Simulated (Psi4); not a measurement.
# AlH3F− (SMILES [H][Al-]([H])([H])[F]) at CEPA(3)/heavy-aug-cc-pVDZ (Cholesky decomposition)

What is the energy change on altering one bond length of AlH3F− at CEPA(3)/heavy-aug-cc-pVDZ (Cholesky decomposition)? 

The calculation is run with Psi4 1.11.

2 further runs of the same task are left out: 2 that didn't finish.

### 1 The system as given

AlH3F−: 5 atoms, total charge -1, spin state singlet. SMILES: `[H][Al-]([H])([H])[F]`. The shape comes from GFN2-xTB, which is rough for such elements, and wasn't checked as a minimum.

Bond lengths: Al1–F2 1.696 Å, Al1–H3 1.614 Å, Al1–H4 1.615 Å, Al1–H5 1.614 Å. Angles: F2–Al1–H3 108.1°, F2–Al1–H4 108.2°, F2–Al1–H5 108.2°, H3–Al1–H4 110.7°, H3–Al1–H5 110.8°, H4–Al1–H5 110.8°.

### 2 A single-point energy at CEPA(3)/heavy-aug-cc-pVDZ (Cholesky decomposition)

The input, job.dat:

```
memory 1600 MB

molecule m {
  -1 1
  Al    -0.000570     0.000210    -0.037540
  F      0.011440    -0.019350     1.657940
  H      1.529880     0.011490    -0.550320
  H     -0.774560     1.332620    -0.519830
  H     -0.766190    -1.324970    -0.550240
}

set basis heavy-aug-cc-pVDZ
set scf_type cd
set freeze_core true

energy_value, wavefunction = energy("cepa(3)", return_wfn=True)
```

Run with:

```console
$ psi4 job.dat job.out -n 1
```

job.out:

```text
[...]
  Running in c1 symmetry.
[...]
  Nuclear repulsion =   55.225952683022818
[...]
  Multiplicity = 1
[...]
  Nalpha       = 13
  Nbeta        = 13
[...]
    Number of basis functions: 65
[...]
   @RHF iter   1:  -343.13598996973747   -9.83454e-01   6.10849e-03 ADIIS/DIIS
[...]
   @RHF iter   9:  -343.20078627554102   -1.23350e-11   8.54262e-09 DIIS
[...]
    Orbital Energies [Eh]
    ---------------------
    Doubly Occupied:
       1A    -58.240137     2A    -26.034552     3A     -4.653879
       4A     -2.969175     5A     -2.968216     6A     -2.968212
       7A     -1.310623     8A     -0.452925     9A     -0.396236
      10A     -0.396231    11A     -0.314919    12A     -0.198458
      13A     -0.198332
[...]
  @RHF Final Energy:  -343.20078627554102
   => Energetics <=
    Nuclear Repulsion Energy =             55.2259526830228182
    One-Electron Energy =                -594.6496879231638104
    Two-Electron Energy =                 196.2229489645999649
    Total Energy =                       -343.2007862755410770
[...]
 Multipole Moments:
 ------------------------------------------------------------------------------------
     Multipole            Electronic (a.u.)      Nuclear  (a.u.)        Total (a.u.)
 ------------------------------------------------------------------------------------
 L = 1.  Multiply by 2.5417464519 to convert [e a0] to [Debye]
 Dipole X            :          0.0279885           -0.0241240            0.0038646
 Dipole Y            :         -0.0522213            0.0425868           -0.0096345
 Dipole Z            :          4.3374122           -3.6026917            0.7347205
 Magnitude           :                                                    0.7347938
[...]
      * SCS-MP2 total energy:                 -343.508484423298
[...]
      * MP2 total energy:                     -343.506375501104
[...]
```

Run time: 12 s. Hardware: 1 thread of AMD EPYC 7R43 (Zen 3), shared host; peak memory 0.35 GiB.

### 3 The distorted shape

The input, alfh3.in:

```
memory 1.6 GB

molecule mol {
  -1 1
  Al    -0.002972     0.004122    -0.376674
  F      0.011440    -0.019350     1.657940
  H      1.527478     0.015402    -0.889454
  H     -0.776962     1.336532    -0.858964
  H     -0.768592    -1.321058    -0.889374
}

set {
  basis       heavy-aug-cc-pVDZ
  scf_type    cd
  freeze_core true
}

energy('cepa(3)')
```

Run with:

```console
$ psi4 alfh3.in alfh3.out -n 1
```

alfh3.out:

```text
[...]
  Running in c1 symmetry.
[...]
  Nuclear repulsion =   48.628368707620936
[...]
  Multiplicity = 1
[...]
  Nalpha       = 13
  Nbeta        = 13
[...]
    Number of basis functions: 65
[...]
   @RHF iter   1:  -343.11169953822656   -1.12710e+00   6.35801e-03 DIIS/ADIIS
[...]
   @RHF iter  10:  -343.18140185419276   -1.42109e-12   1.63630e-09 DIIS
[...]
    Orbital Energies [Eh]
    ---------------------
    Doubly Occupied:
       1A    -58.276865     2A    -26.004791     3A     -4.684684
       4A     -2.999384     5A     -2.999381     6A     -2.998689
       7A     -1.249488     8A     -0.398809     9A     -0.346013
      10A     -0.346010    11A     -0.321035    12A     -0.217135
      13A     -0.217006
[...]
  @RHF Final Energy:  -343.18140185419276
   => Energetics <=
    Nuclear Repulsion Energy =             48.6283687076209361
    One-Electron Energy =                -581.5009583230358885
    Two-Electron Energy =                 189.6911877612222384
    Total Energy =                       -343.1814018541927567
[...]
 Multipole Moments:
 ------------------------------------------------------------------------------------
     Multipole            Electronic (a.u.)      Nuclear  (a.u.)        Total (a.u.)
 ------------------------------------------------------------------------------------
 L = 1.  Multiply by 2.5417464519 to convert [e a0] to [Debye]
 Dipole X            :          0.0272782           -0.0272668            0.0000114
 Dipole Y            :         -0.0507519            0.0477054           -0.0030466
 Dipole Z            :          4.2149187           -4.0464221            0.1684966
 Magnitude           :                                                    0.1685242
[...]
      * SCS-MP2 total energy:                 -343.496207986449
[...]
      * MP2 total energy:                     -343.494383750507
[...]
```

Wall time 13 s (1 thread of AMD EPYC 7R43 (Zen 3), shared host); peak memory 0.35 GiB.

### 4 Results

Level: CEPA(3)/heavy-aug-cc-pVDZ (Cholesky decomposition), 6 core orbitals frozen.

```
                                                              quantity          value
                                             first shape: total energy  -343.52736 Eh
                      first shape: HOMO energy (Hartree–Fock orbitals)       -5.40 eV
                      first shape: LUMO energy (Hartree–Fock orbitals)        3.90 eV
    first shape: HOMO–LUMO gap (to an unbound level, set by the basis)        9.30 eV
              first shape: correlation energy (6 core orbitals frozen)     -326.6 mEh
                                         distorted shape: total energy  -343.51348 Eh
                  distorted shape: HOMO energy (Hartree–Fock orbitals)       -5.91 eV
                  distorted shape: LUMO energy (Hartree–Fock orbitals)        3.92 eV
distorted shape: HOMO–LUMO gap (to an unbound level, set by the basis)        9.82 eV
          distorted shape: correlation energy (6 core orbitals frozen)     -332.1 mEh
    energy change with the Al1–F2 bond stretched from 1.696 to 2.035 Å       0.378 eV
```

In words: With the Al1–F2 bond stretched from 1.696 to 2.035 Å the energy rises by 0.38 eV (36.4 kJ/mol). The first shape isn't relaxed at this level, so the change isn't measured from a minimum.
